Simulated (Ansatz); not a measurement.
# C2H4N (doublet): wave-function methods side by side at distance C1–H5 along a hydrogen transfer = 1.179 Å, cc-pVDZ

How much of the correlation energy of C2H4N (doublet) does each wave-function method recover here?

Program: Ansatz 0.2.0, Gaussian basis. Level of theory: cc-pVDZ, core rule «outside noble gas», up to 3 orbitals frozen. These are calculated values, not measurements.

Plan: UHF; CCSD(T) on ROHF; CCSD(T) on UHF; BCCD(T) on ROHF; CISD; CCSDT(Q) on ROHF; CCSDT(Q) on UHF; CASSCF and MRCISD+Q, 3 electrons in 3 orbitals; CASSCF and NEVPT2, 3 electrons in 3 orbitals; CASSCF and MRCISD+Q, 9 electrons in 9 orbitals; CASSCF and NEVPT2, 9 electrons in 9 orbitals.

## Step 1: The system

The geometry derives from fragments relaxed apart (PBE0/def2-TZVP) and kept rigid, so it is no stationary point. A hydrogen atom is moved between rigid fragments.

7 atoms, charge 0, spin multiplicity 2.

Atoms are counted from 1 here; the program's logs count them from 0.

Bond lengths: C1–H2 1.090 Å, C1–H3 1.090 Å, C1–H4 1.090 Å, C1–H5 1.179 Å, N6–C7 1.160 Å. Angles: H2–C1–H3 109.5°, H2–C1–H4 109.5°, H2–C1–H5 109.5°, H3–C1–H4 109.5°, H3–C1–H5 109.5°, H4–C1–H5 109.5°.

As a file:

```
C    -2.1242    0.0000    0.0000
H    -2.4874    1.0273    0.0000
H    -2.4874   -0.5137    0.8897
H    -2.4874   -0.5137   -0.8897
H    -0.9452    0.0000    0.0000
N     1.8419    0.0000    0.0000
C     0.6818    0.0000    0.0000
```

## Step 2: UHF

The input, in.yaml:

```yaml
crystal:
  periodic: [false, false, false]
  atoms:
    - {symbol: C, position_ang: [-2.124207, 0.000000, 0.000000]}
    - {symbol: H, position_ang: [-2.487413, 1.027301, 0.000000]}
    - {symbol: H, position_ang: [-2.487413, -0.513650, 0.889668]}
    - {symbol: H, position_ang: [-2.487413, -0.513650, -0.889669]}
    - {symbol: H, position_ang: [-0.945207, 0.000000, 0.000000]}
    - {symbol: N, position_ang: [1.841877, 0.000000, 0.000000]}
    - {symbol: C, position_ang: [0.681793, 0.000000, 0.000000]}
basis:
  gaussian: {orbitals: cc-pVDZ}
magnetization: {spin_polarized: true, initial_magnetization: 1}
hamiltonian: {xc: hf}
output: {orbitals: {seedname: orbitals}}
```

Run with:

```sh
$ ansatz run in.yaml --threads 1 --pin off --events-out ev --progress --plain --max-ram 3968MiB --backend cpu
```

The runs that follow: CCSD(T) on ROHF; CCSD(T) on UHF; BCCD(T) on ROHF; CISD; CCSDT(Q) on ROHF; CCSDT(Q) on UHF; CASSCF and MRCISD+Q, 3 electrons in 3 orbitals; CASSCF and NEVPT2, 3 electrons in 3 orbitals; CASSCF and MRCISD+Q, 9 electrons in 9 orbitals; CASSCF and NEVPT2, 9 electrons in 9 orbitals.

Q: Predict the results of all the runs planned. Wanted: RCCSDT(Q) below the RHF energy; RMP2 from RCCSDT(Q); UMP2 from RCCSDT(Q); RCCSD from RCCSDT(Q); RCCSD(T) from RCCSDT(Q); UCCSD(T) from RCCSDT(Q); UCCSDT(Q) from RCCSDT(Q); NEVPT2 pair from RCCSDT(Q); MRCISD+Q pair from RCCSDT(Q).

**Answer**, as computed:

```
                         quantity            value
   RCCSDT(Q) below the RHF energy      -13.4634 eV
              RMP2 from RCCSDT(Q)  +32.44 kcal/mol
              UMP2 from RCCSDT(Q)  +48.46 kcal/mol
             RCCSD from RCCSDT(Q)  +13.31 kcal/mol
          RCCSD(T) from RCCSDT(Q)   +1.77 kcal/mol
          UCCSD(T) from RCCSDT(Q)   +2.60 kcal/mol
         UCCSDT(Q) from RCCSDT(Q)   -0.09 kcal/mol
       NEVPT2 pair from RCCSDT(Q)  +34.06 kcal/mol
     MRCISD+Q pair from RCCSDT(Q)  +10.68 kcal/mol
   NEVPT2 frontier from RCCSDT(Q)  +36.21 kcal/mol
levels within 1 kcal/mol (43 meV)        UCCSDT(Q)
                    T1 diagnostic            0.031
```

**Reading.** RCCSD(T) misses by +1.77 kcal/mol, 0.6 % of the correlation energy. CCSD(T) misses by +1.77 kcal/mol on the restricted determinant and by +2.60 kcal/mol on the unrestricted one; the two need not hold the same state or core. Of the multireference levels listed MRCISD+Q frontier comes nearest in total energy (+3.11 kcal/mol), which doesn't show that its space is the better one. These misses are within one basis, not against nature; the frozen cores of restricted and unrestricted runs differ, which can shift their rows.
